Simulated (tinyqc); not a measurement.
Inside a calculation. Method: UHF in the sto-3g basis, for NH, spin multiplicity 3. One step of it, computed by the program tinyqc.

Question. Iteration 2: building the Fock matrix. J_ij = sum D_kl (ij|kl) with D = D(alpha) + D(beta), K_ij = sum D_kl (ik|jl) for each spin; F = H + J - K(s); E = tr D H + tr D J / 2 - 0.5 sum_s tr D(s) K(s) + E_nn.

D(alpha) after iteration 1:
```
            1N 1s      1N 2s     1N 2px     1N 2py     1N 2pz      2H 1s
1N 1s    1.058989  -0.251996   0.002449   0.003513  -0.003411   0.010205
1N 2s   -0.251996   1.078434  -0.014078  -0.020194   0.021174  -0.066605
1N 2px   0.002449  -0.014078   0.988605  -0.016345  -0.014895   0.108466
1N 2py   0.003513  -0.020194  -0.016345   0.976555  -0.021366   0.155587
1N 2pz  -0.003411   0.021174  -0.014895  -0.021366   1.022461  -0.070761
2H 1s    0.010205  -0.066605   0.108466   0.155587  -0.070761   0.044904
```

D(beta) after iteration 1:
```
            1N 1s      1N 2s     1N 2px     1N 2py     1N 2pz      2H 1s
1N 1s    1.056100  -0.243270  -0.028022   0.032001   0.023969   0.000807
1N 2s   -0.243270   1.053396   0.075035  -0.094234  -0.073318  -0.051088
1N 2px  -0.028022   0.075035   0.540064   0.410951   0.203303   0.135457
1N 2py   0.032001  -0.094234   0.410951   0.335009   0.169644   0.113064
1N 2pz   0.023969  -0.073318   0.203303   0.169644   0.086548   0.057707
2H 1s    0.000807  -0.051088   0.135457   0.113064   0.057707   0.038728
```

core Hamiltonian H = T + V (hartree):
```
             1N 1s      1N 2s     1N 2px     1N 2py     1N 2pz      2H 1s
1N 1s   -24.509076  -5.635133   0.000000   0.000000  -0.005707  -0.306355
1N 2s    -5.635133  -6.571142   0.000000   0.000000  -0.072655  -0.894432
1N 2px    0.000000   0.000000  -5.211703   0.000000   0.000000   0.000000
1N 2py    0.000000   0.000000   0.000000  -5.211703   0.000000   0.000000
1N 2pz   -0.005707  -0.072655   0.000000   0.000000  -5.247881  -0.831596
2H 1s    -0.306355  -0.894432   0.000000   0.000000  -0.831596  -2.659757
```

Two-electron integrals (ij|kl) in chemists' order, unique and non-zero (hartree):
```
(11|11) 4.166630   (21|11) 0.640849   (21|21) 0.117461   (22|11) 0.969864
(22|21) 0.220936   (22|22) 0.708245   (31|31) 0.020960   (32|31) 0.032452
(32|32) 0.156449   (33|11) 0.967124   (33|21) 0.220977   (33|22) 0.708086
(33|33) 0.762805   (41|41) 0.020960   (42|41) 0.032452   (42|42) 0.156449
(43|43) 0.041119   (44|11) 0.967124   (44|21) 0.220977   (44|22) 0.708086
(44|33) 0.680568   (44|44) 0.762805   (51|51) 0.020960   (52|51) 0.032452
(52|52) 0.156449   (53|53) 0.041119   (54|54) 0.041119   (55|11) 0.967124
(55|21) 0.220977   (55|22) 0.708086   (55|33) 0.680568   (55|44) 0.680568
(55|55) 0.762805   (61|11) 0.034844   (61|21) 0.006341   (61|22) 0.011883
(61|33) 0.011860   (61|44) 0.011860   (61|51) 0.000307   (61|52) 0.000585
(61|55) 0.011929   (61|61) 0.000347   (62|11) 0.111170   (62|21) 0.025754
(62|22) 0.095021   (62|33) 0.092995   (62|44) 0.092995   (62|51) 0.002097
(62|52) 0.018090   (62|55) 0.098974   (62|61) 0.001428   (62|62) 0.018763
(63|31) 0.002266   (63|32) 0.014256   (63|53) 0.003392   (63|63) 0.002102
(64|41) 0.002266   (64|42) 0.014256   (64|54) 0.003392   (64|64) 0.002102
(65|11) 0.101826   (65|21) 0.023840   (65|22) 0.093630   (65|33) 0.089617
(65|44) 0.089617   (65|51) 0.003809   (65|52) 0.029705   (65|55) 0.101548
(65|61) 0.001359   (65|62) 0.022152   (65|65) 0.027855   (66|11) 0.313276
(66|21) 0.073610   (66|22) 0.311145   (66|33) 0.300647   (66|44) 0.300647
(66|51) 0.005603   (66|52) 0.068893   (66|55) 0.331890   (66|61) 0.004079
(66|62) 0.088414   (66|65) 0.117400   (66|66) 0.774606
```

nuclear repulsion = 2.19705841 hartree

Give: Coulomb J; exchange K(alpha); exchange K(beta); F(alpha); F(beta); total energy of this density.

Answer.

Coulomb J (hartree):
```
          1N 1s    1N 2s  1N 2px   1N 2py   1N 2pz    2H 1s
1N 1s   14.0631   2.5824  0.0040  -0.0047  -0.0026   0.1396
1N 2s    2.5824   6.1402  0.0244  -0.0258  -0.0142   0.7867
1N 2px   0.0040   0.0244  6.1508   0.0325   0.0171   0.0039
1N 2py  -0.0047  -0.0258  0.0325   6.1329   0.0140  -0.0010
1N 2pz  -0.0026  -0.0142  0.0171   0.0140   6.1172   0.7595
2H 1s    0.1396   0.7867  0.0039  -0.0010   0.7595   2.5090
```

exchange K(alpha) (hartree):
```
         1N 1s   1N 2s   1N 2px   1N 2py   1N 2pz   2H 1s
1N 1s   4.2786  0.7384   0.0004   0.0006   0.0004  0.0415
1N 2s   0.7384  1.2304   0.0001   0.0001   0.0022  0.1367
1N 2px  0.0004  0.0001   1.0086  -0.0118  -0.0007  0.0300
1N 2py  0.0006  0.0001  -0.0118   0.9999  -0.0009  0.0430
1N 2pz  0.0004  0.0022  -0.0007  -0.0009   1.0183  0.1061
2H 1s   0.0415  0.1367   0.0300   0.0430   0.1061  0.0599
```

exchange K(beta) (hartree):
```
          1N 1s    1N 2s   1N 2px   1N 2py   1N 2pz   2H 1s
1N 1s    4.2319   0.6746  -0.0068   0.0093   0.0049  0.0352
1N 2s    0.6746   0.9062   0.0723  -0.0612  -0.0547  0.0970
1N 2px  -0.0068   0.0723   0.5995   0.2966   0.1593  0.0676
1N 2py   0.0093  -0.0612   0.2966   0.4515   0.1329  0.0404
1N 2pz   0.0049  -0.0547   0.1593   0.1329   0.2829  0.0421
2H 1s    0.0352   0.0970   0.0676   0.0404   0.0421  0.0550
```

F(alpha) (hartree):
```
           1N 1s    1N 2s   1N 2px   1N 2py   1N 2pz    2H 1s
1N 1s   -14.7245  -3.7912   0.0036  -0.0053  -0.0087  -0.2083
1N 2s    -3.7912  -1.6613   0.0243  -0.0260  -0.0890  -0.2444
1N 2px    0.0036   0.0243  -0.0695   0.0442   0.0178  -0.0261
1N 2py   -0.0053  -0.0260   0.0442  -0.0787   0.0150  -0.0440
1N 2pz   -0.0087  -0.0890   0.0178   0.0150  -0.1490  -0.1783
2H 1s    -0.2083  -0.2444  -0.0261  -0.0440  -0.1783  -0.2106
```

F(beta) (hartree):
```
           1N 1s    1N 2s   1N 2px   1N 2py   1N 2pz    2H 1s
1N 1s   -14.6779  -3.7273   0.0107  -0.0141  -0.0132  -0.2019
1N 2s    -3.7273  -1.3371  -0.0479   0.0354  -0.0322  -0.2047
1N 2px    0.0107  -0.0479   0.3396  -0.2641  -0.1422  -0.0636
1N 2py   -0.0141   0.0354  -0.2641   0.4698  -0.1189  -0.0413
1N 2pz   -0.0132  -0.0322  -0.1422  -0.1189   0.5864  -0.1142
2H 1s    -0.2019  -0.2047  -0.0636  -0.0413  -0.1142  -0.2058
```

total energy of this density = -53.647546 hartree
